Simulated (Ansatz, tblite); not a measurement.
Cost and result up the ladder for Si(NH2)2H2 (SiN₂H₆) (9 atoms). The state is a singlet with charge 0. Geometry: PBE-D4/def2-TZVP.

```xyz
9

Si   -0.382   -0.177    0.355
N     0.004    1.471    0.017
H     0.939    1.829    0.187
H    -0.702    2.189    0.147
N     0.637   -1.171   -0.620
H     0.605   -1.114   -1.634
H     0.881   -2.104   -0.304
H    -1.862   -0.237    0.108
H    -0.121   -0.686    1.745
```

Ansatz on 4 threads of Arm Neoverse V1 on a shared host; xTB runs through tblite on one thread. Times are rough, summed over both states, and most runs start from the orbitals of an earlier one. PBE0-D4/def2-TZVP serves as the yardstick here, not as an exact answer. The other state is a triplet.

The xTB rows come from tblite.

xTB has no spin-polarisation term.

| level | functions | wall time | vertical triplet (eV) | difference from PBE0-D4/def2-TZVP (eV) |
| --- | --- | --- | --- | --- |
| GFN2-xTB | 23 | 0.007 s | 6.67 | 0.43 |
| GFN1-xTB | 29 | 0.008 s | 7.30 | 1.06 |
| PBE0-D4/def2-TZVP | 135 | 3.6 s | 6.25 | 0.00 |
| PBE-D4/def2-TZVP | 135 | 4.6 s | 5.88 | -0.37 |
| r2SCAN-D4/def2-TZVP (with forces) | 135 | 6.3 s | 6.11 | -0.14 |
